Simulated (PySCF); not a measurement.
A made-up structure of CH3BSi, singlet:

| atom | x (Å) | y (Å) | z (Å) |
| --- | --- | --- | --- |
| B1 | -0.0912 | -2.3332 | 0.9053 |
| Si2 | -0.0919 | -1.2260 | -0.6051 |
| C3 | 0.0294 | 0.6094 | -0.1476 |
| H4 | -0.8463 | 1.1508 | -0.5119 |
| H5 | 0.0312 | -3.3061 | 1.5060 |
| H6 | 0.0727 | 0.7221 | 0.9383 |

It is relaxed with PBE-D4/def2-SVP and then PBE0-D4/def2-TZVP (PySCF 2.14 with density fitting (its default auxiliary sets; JK sets also for MP2 and CCSD(T))). Atoms count as bonded within 1.22 times the sum of their covalent radii (H–H: 0.88 Å). The end point is not checked to be a true minimum.

Question: Does its bonding change? (A judgement: the text doesn't fix the answer.)

Answer: The calculation gives: No: no bond forms or breaks.

Where it ends: The first stage lowers the energy by 1.00 eV in 19 steps. It ends as CH₃BSi ([BH][Si][CH2]):
```
6
angstrom
B 0.3640 -2.3116 0.9612
Si -0.2567 -1.2007 -0.4305
C -0.5020 0.4763 -0.0135
H -0.8575 1.1985 -0.7418
H 0.7030 -3.3799 1.3607
H -0.3172 0.8762 0.9761
```

Labels in which every atom is bracketed show which atoms are joined, not bond orders.

For scale, one of the runs: PBE0-D4/def2-TZVP relaxation, 117 basis functions, launched by `OMP_NUM_THREADS=2 python run.py`. Hardware: 2 CPU threads of an INTEL XEON PLATINUM 8581C, shared host. Wall time 35 s; peak host memory 1.1 GiB.
